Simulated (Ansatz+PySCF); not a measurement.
Two shapes of singlet CH₅N.

Shape 1:

```xyz
7

C     0.0000    0.0315   -0.6953
N     0.0000    0.0705    0.7510
H     0.0000   -0.9776   -1.1599
H    -0.8819    0.5659   -1.0833
H     0.8819    0.5659   -1.0833
H    -0.8127   -0.4182    1.1206
H     0.8127   -0.4182    1.1206
```

Shape 2:

```xyz
7

C    -0.0485    0.0438   -0.6948
N    -0.0261    0.0459    0.7161
H     0.0226   -1.0219   -1.1546
H    -0.9165    0.5319   -1.0954
H     0.8374    0.5599   -1.0614
H    -0.8398   -0.4023    1.1596
H     0.8589   -0.4363    1.1266
```

Basis set: def2-SVP (spherical functions). Left uncorrelated: 2 orbitals. Charge 0, multiplicity 1.

Computed with Ansatz (development build ahead of 0.2.0); each method stands on the lowest determinant of its kind that the runs found.

Which shape is lower in energy, and by how much in each method?

| method | E(2) − E(1) (eV) |
| --- | --- |
| RHF | 0.263 |
| UHF | 0.263 |
| UHF-MP2 | 0.230 |
| PBE0 (unrestricted) | 0.209 |
| r²SCAN (unrestricted) | 0.209 |

Shape 1 is lower.
